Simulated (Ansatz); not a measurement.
Two shapes of doublet C₂H₃.

Shape 1:

```xyz
5

C    -0.0191   -0.0155   -0.6165
C     0.0037    0.0045    0.7217
H     0.0193    0.7334    1.5278
H    -0.0184   -1.0166   -1.2001
H    -0.0338    0.8589   -1.2028
```

Shape 2:

```xyz
5

C     0.0000   -0.0478   -0.5411
C     0.0000   -0.0417    0.6651
H     0.0000    0.6323    1.4082
H     0.0000   -0.9062   -1.0727
H     0.0000    0.8110   -1.0798
```

Basis set: cc-pVDZ (spherical functions). Left uncorrelated: 2 orbitals. Charge 0, multiplicity 2.

Computed with Ansatz (development build ahead of 0.2.0); each method stands on the lowest determinant of its kind that the runs found.

(1) Which shape is lower in energy, and by how much in each method?

## Answers

(1)

```json
{"method": "UHF", "E(2) − E(1) (eV)": "0.803"}
{"method": "UHF-MP2", "E(2) − E(1) (eV)": "0.746"}
```

Shape 1 is lower. Caution: the unrestricted determinant is spin contaminated.
